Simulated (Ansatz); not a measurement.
Born–Oppenheimer molecular dynamics of H$_{4}$NO (6 atoms, charge 0, multiplicity 2). It starts at the highest image of a converged band, a first-order saddle point between two minima.

All numbers below come from Ansatz, UKS B3LYP-D4/def2-SVPD.

- ensemble: NVE (velocity Verlet)
- time step: 0.5 fs
- steps asked: 200
- starting velocities drawn for: 300 K
- seed: 6404

First frame:

```xyz
6
Properties=species:S:1:pos:R:3
H -0.279 -0.369 -0.347
O 0.442 -1.377 -0.037
N -0.656 0.700 -0.142
H 1.371 -1.100 -0.037
H 0.096 1.382 -0.263
H -0.975 0.763 0.827
```

What does the run give?

All steps were run.

```yaml
steps_done: 200
time_covered: 100 fs
mean_temperature_over_the_second_half: 238 K
spread_of_the_potential_energy_over_the_second_half: 5.8 meV per atom
mean_potential_energy_of_the_second_half_above_the_start: 5.5 meV per atom
```

The conserved energy stayed within 0.43 meV per atom of its start (net change 0.35 meV per atom), so the integration is sound. A run of 0.1 ps of so small a system gives no equilibrium averages.

What happens to the structure?

The step under study would form H1–N3 and break H1–O2. These pairs go: H1–N3 1.15 → 1.07 Å, H1–O2 1.28 → 2.92 Å. In the last frame they stand as after the step (other bonds may differ from the relaxed reactants and products). It ends as H3N + HO. Pairs count as bonded within 1.25 times the sum of covalent radii (0.12 Å more for H–H). Another seed would give other details.

How do temperature and energy run in time?


| time (fs) | T (K) | potential energy less start (eV) | conserved less start (meV/atom) |
| --- | --- | --- | --- |
| 0.0 | 300 | 0.000 | 0.00 |
| 3.0 | 137 | 0.086 | 0.27 |
| 6.0 | 158 | 0.075 | 0.23 |
| 9.0 | 303 | -0.002 | -0.05 |
| 12.0 | 245 | 0.029 | 0.17 |
| 15.0 | 191 | 0.058 | 0.22 |
| 18.0 | 308 | -0.004 | 0.01 |
| 21.0 | 215 | 0.046 | 0.32 |
| 24.0 | 316 | -0.008 | 0.04 |
| 27.0 | 234 | 0.035 | 0.13 |
| 30.0 | 256 | 0.023 | 0.16 |
| 33.0 | 351 | -0.027 | -0.06 |
| 36.0 | 204 | 0.051 | 0.16 |
| 39.0 | 248 | 0.027 | 0.07 |
| 42.0 | 335 | -0.019 | -0.06 |
| 45.0 | 217 | 0.044 | 0.17 |
| 48.0 | 257 | 0.023 | 0.03 |
| 51.0 | 313 | -0.007 | -0.03 |
| 54.0 | 213 | 0.046 | 0.20 |
| 57.0 | 247 | 0.027 | 0.03 |
| 60.0 | 277 | 0.012 | 0.01 |
| 63.0 | 230 | 0.038 | 0.22 |
| 66.0 | 278 | 0.012 | 0.03 |
| 69.0 | 262 | 0.020 | 0.09 |
| 72.0 | 182 | 0.063 | 0.35 |
| 75.0 | 350 | -0.026 | -0.05 |
| 78.0 | 195 | 0.056 | 0.25 |
| 81.0 | 178 | 0.065 | 0.29 |
| 84.0 | 389 | -0.047 | -0.14 |
| 87.0 | 144 | 0.082 | 0.32 |
| 90.0 | 215 | 0.045 | 0.18 |
| 93.0 | 231 | 0.036 | 0.09 |
| 96.0 | 211 | 0.047 | 0.21 |
| 99.0 | 111 | 0.099 | 0.28 |

The run took 7.8 min on 2 threads of Arm Neoverse N1, with other jobs on the host, peak memory 0.16 GiB.
